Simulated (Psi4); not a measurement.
**OMP2/aug-cc-pVDZ (density fitting for correlation) run of CH2F2 (difluoromethane)**

What is the vertical electron affinity of CH2F2 (difluoromethane) at OMP2/aug-cc-pVDZ (density fitting for correlation)? 

The results are computed with Psi4 1.11.

### 1 The molecule

The species is CH2F2 (5 atoms), meant as a singlet with charge 0. As SMILES, `FCF`. The coordinates come from a PBE0-D4/def2-TZVP relaxation.

Bond lengths: F1–C2 1.351 Å, C2–F3 1.351 Å, C2–H4 1.093 Å, C2–H5 1.094 Å. Angles: F1–C2–F3 108.6°, F1–C2–H4 108.8°, F1–C2–H5 108.8°, F3–C2–H4 108.8°, F3–C2–H5 108.8°, H4–C2–H5 113.0°.

### 2 The energy at OMP2/aug-cc-pVDZ (density fitting for correlation)

ch2f2.json reads:

```json
{
  "schema_name": "qcschema_input",
  "schema_version": 1,
  "molecule": {
    "schema_name": "qcschema_molecule",
    "schema_version": 2,
    "symbols": ["F", "C", "F", "H", "H"],
    "geometry": [-2.02824305, 0.36131564, 1.31959575, 0.01908623, -0.03193637, -0.15552446, 2.06074634, -0.33863892, 1.34775267, -0.26966392, -1.7629255, -1.24627438, 0.31237173, 1.63310132, -1.34378425],
    "molecular_charge": 0,
    "molecular_multiplicity": 1,
    "fix_symmetry": "c1"
  },
  "driver": "energy",
  "model": {
    "method": "omp2",
    "basis": "aug-cc-pVDZ"
  },
  "keywords": {
    "puream": true,
    "e_convergence": 1e-09,
    "d_convergence": 1e-08,
    "scf_type": "pk",
    "num_frozen_docc": 3
  }
}
```

The run is started by

```sh
$ psi4 --qcschema ch2f2.json -n 1 --memory 1600MB
```

stdout:

```text
[...]
  Running in c1 symmetry.
[...]
  Nuclear repulsion =   77.468210557766199
[...]
  Multiplicity = 1
[...]
  Nalpha       = 13
  Nbeta        = 13
[...]
    Number of basis functions: 87
[...]
   @RHF iter   1:  -237.88705707924595   -5.88432e-01   3.73285e-03 DIIS/ADIIS
[...]
   @RHF iter  10:  -237.93175299265147   -9.37916e-13   3.02972e-09 DIIS
[...]
    Orbital Energies [Eh]
    ---------------------
    Doubly Occupied:
       1A    -26.326360     2A    -26.326343     3A    -11.417547
       4A     -1.671103     5A     -1.609805     6A     -0.974338
       7A     -0.781184     8A     -0.773997     9A     -0.760394
      10A     -0.669203    11A     -0.634543    12A     -0.622453
      13A     -0.535212
[...]
  @RHF Final Energy:  -237.93175299265147
   => Energetics <=
    Nuclear Repulsion Energy =             77.4682105577661986
    One-Electron Energy =                -484.5949611807625388
    Two-Electron Energy =                 169.1949976303448580
    Total Energy =                       -237.9317529926514680
[...]
 Multipole Moments:
 ------------------------------------------------------------------------------------
     Multipole            Electronic (a.u.)      Nuclear  (a.u.)        Total (a.u.)
 ------------------------------------------------------------------------------------
 L = 1.  Multiply by 2.5417464519 to convert [e a0] to [Debye]
 Dipole X            :         -0.0034532            0.0050676            0.0016145
 Dipole Y            :          0.0508338           -0.0757344           -0.0249005
 Dipole Z            :          1.7547662           -2.6109082           -0.8561420
 Magnitude           :                                                    0.8565056
[...]
	Warning: cc_lambda option is changed to TRUE
	For this residual convergence, default PCG convergence is:     1.00e-07
[...]
	DF-MP2 Total Energy (a.u.)         :  -238.48385225589519
[...]
	DF-MP2 Total Energy (a.u.)         :  -238.49121532450317
[...]
	DF-OMP2 Total Energy (a.u.)        :  -238.49121532452460
[...]
```

The result, in JSON:

```text
{
 "driver": "energy",
 "model": {
  "method": "omp2",
  "basis": "aug-cc-pVDZ"
 },
 "success": true,
 "return_result": -238.4912153245246,
 "properties": {
  "calcinfo_nbasis": 87,
  "calcinfo_nmo": 87,
  "calcinfo_nalpha": 13,
  "calcinfo_nbeta": 13,
  "calcinfo_natom": 5,
  "nuclear_repulsion_energy": 77.46821055776621,
  "return_energy": -238.4912153245246,
  "scf_one_electron_energy": -484.59496118076254,
  "scf_two_electron_energy": 169.19499763034486,
  "scf_dipole_moment": [0.0016144773575539617, -0.024900527622317162, -0.8561420257673256],
  "scf_total_energy": -237.93175299265147,
  "scf_iterations": 10,
  "mp2_singles_energy": 0.0,
  "mp2_doubles_energy": -0.5520992632437323,
  "mp2_correlation_energy": -0.5520992632437185,
  "mp2_total_energy": -238.4838522558952
 }
}
```

Run time: 22 s. Hardware: 1 thread of Intel Xeon Platinum 8259CL at 2.50GHz (Skylake/Cascade Lake), shared host; peak memory 0.31 GiB.

### 3 The doublet anion at the same level

ch2f2.py reads:

```python
import psi4

psi4.set_memory(1600000000)
psi4.set_num_threads(1)
psi4.set_output_file('output.dat', False)

m = psi4.geometry("""
-1 2
F     -1.073300     0.191200     0.698300
C      0.010100    -0.016900    -0.082300
F      1.090500    -0.179200     0.713200
H     -0.142700    -0.932900    -0.659500
H      0.165300     0.864200    -0.711100
units angstrom
symmetry c1
""")

psi4.set_options({
    'reference': 'uhf',
    'puream': True,
    'e_convergence': 1e-09,
    'd_convergence': 1e-08,
    'scf_type': 'pk',
    'num_frozen_docc': 3,
    'maxiter': 200,
})

E, wfn = psi4.energy('omp2/aug-cc-pVDZ', return_wfn=True)
print(f'total energy {E:.8f} hartree = {E * 27.211386:.5f} eV')
for k, v in sorted(psi4.core.scalar_variables().items()):
    print(f'{k:45s} {v:18.10f}')
```

The run is started by

```sh
$ python ch2f2.py
```

output.dat:

```text
[...]
  Running in c1 symmetry.
[...]
  Nuclear repulsion =   77.468210530799951
[...]
  Multiplicity = 2
[...]
  Nalpha       = 14
  Nbeta        = 13
[...]
    Number of basis functions: 87
[...]
   @UHF iter   1:  -237.83628869080866   -5.37663e-01   3.63521e-03 DIIS/ADIIS
[...]
   @UHF iter  14:  -237.89822954707643   -4.23483e-12   6.03620e-09 DIIS
[...]
   @S^2 Observed:                7.501339178E-01
[...]
    Orbital Energies [Eh]
    ---------------------
    Alpha Occupied:
       1A    -26.190099     2A    -26.190082     3A    -11.268916
       4A     -1.535077     5A     -1.474242     6A     -0.834060
       7A     -0.641183     8A     -0.635966     9A     -0.625767
      10A     -0.534204    11A     -0.499580    12A     -0.484448
      13A     -0.390943    14A      0.032727
    Alpha Virtual:
      15A      0.142793    16A      0.192335    17A      0.193674
      18A      0.260083    19A      0.287434    20A      0.357039
      21A      0.371755    22A      0.384685    23A      0.386074
      24A      0.418752    25A      0.427724    26A      0.448191
[...]
  @UHF Final Energy:  -237.89822954707643
   => Energetics <=
    Nuclear Repulsion Energy =             77.4682105307999507
    One-Electron Energy =                -488.1650310049749351
    Two-Electron Energy =                 172.7985909270985303
    Total Energy =                       -237.8982295470764257
  UHF NO Occupations:
  HONO-2 :   12  A 1.9999761
  HONO-1 :   13  A 1.9999616
[...]
 Multipole Moments:
 ------------------------------------------------------------------------------------
     Multipole            Electronic (a.u.)      Nuclear  (a.u.)        Total (a.u.)
 ------------------------------------------------------------------------------------
 L = 1.  Multiply by 2.5417464519 to convert [e a0] to [Debye]
 Dipole X            :         -0.0109376            0.0050676           -0.0058700
 Dipole Y            :          0.1652002           -0.0757344            0.0894658
 Dipole Z            :          5.6779535           -2.6109082            3.0670453
 Magnitude           :                                                    3.0683555
[...]
	Warning: cc_lambda option is changed to TRUE
	For this residual convergence, default PCG convergence is:     1.00e-07
[...]
	DF-SCS-MP2 Total Energy (a.u.)     :  -238.43731066920407
	DF-SOS-MP2 Total Energy (a.u.)     :  -238.42914532735355
[...]
	DF-SCS-OMP2 Total Energy (a.u.)    :  -238.44343902683241
	DF-SOS-OMP2 Total Energy (a.u.)    :  -238.39242989570775
	DF-SCS(N)-OMP2 Total Energy (a.u.) :  -238.15850995200816
[...]
	DF-OMP2 Total Energy (a.u.)        :  -238.46158259640785
[...]
```

Run time: 65 s. Hardware: 1 thread of Intel Xeon Platinum 8259CL at 2.50GHz (Skylake/Cascade Lake), shared host; peak memory 0.31 GiB.

### 4 Outcome

Level: OMP2/aug-cc-pVDZ (density fitting for correlation), 3 core orbitals frozen.

```
                                                                 quantity          value
                                              singlet CH2F2: total energy  -238.49122 Eh
                       singlet CH2F2: HOMO energy (Hartree–Fock orbitals)      -14.56 eV
                       singlet CH2F2: LUMO energy (Hartree–Fock orbitals)        0.93 eV
                     singlet CH2F2: HOMO–LUMO gap (Hartree–Fock orbitals)       15.50 eV
               singlet CH2F2: correlation energy (3 core orbitals frozen)     -559.5 mEh
                                              doublet anion: total energy  -238.46158 Eh
doublet anion: HOMO energy (Hartree–Fock orbitals) (highest over α and β)        0.89 eV
 doublet anion: LUMO energy (Hartree–Fock orbitals) (lowest over α and β)        3.89 eV
               doublet anion: correlation energy (3 core orbitals frozen)     -563.4 mEh
                         doublet anion: ⟨S²⟩ of the reference determinant          0.750
                        vertical electron affinity (to the doublet anion)      -0.806 eV
```

In words: The anion lies 0.81 eV (18.6 kcal/mol) above the neutral: the electron isn't bound at this level, and such a value depends on the basis. The HOMO (doublet anion) lies at positive energy, 0.89 eV: the electron is unbound at this level or held by a compact basis; values depend on the basis.
